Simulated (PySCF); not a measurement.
Calculation: PBE-D3(BJ)/def2-TZVP // PBE0-D3(BJ)/def2-TZVP (PySCF). Gas-phase values, no solvent. Delta-SCF ions had no search for a lower state. Excitations are Tamm–Dancoff values on a coarser integration grid. The basis has no diffuse functions, so Rydberg states are missing or too high.

Reference species (SMILES): `FB(F)Cl` (neutral, multiplicity 1).

```yaml
vertical ionisation energy (Delta-SCF): 12.44 eV
T1 excitation (TDA): 6.96 eV
S1 oscillator strength: 0.000
HOMO–LUMO gap: 7.09 eV
```

Changed species: `FB(F)F` (0 of 3 F replaced by Cl; the reference has 1 of 3 F replaced by Cl).

Problem. Predict the effect on the vertical ionisation energy (Delta-SCF), T1 excitation (TDA), S1 oscillator strength and HOMO–LUMO gap.

Solution. the vertical ionisation energy (Delta-SCF) increases by 1.98 eV, to 14.42 eV; the T1 excitation (TDA) rises by 2.54 eV, to 9.50 eV; the S1 oscillator strength hardly moves; the HOMO–LUMO gap rises by 2.56 eV, to 9.65 eV.
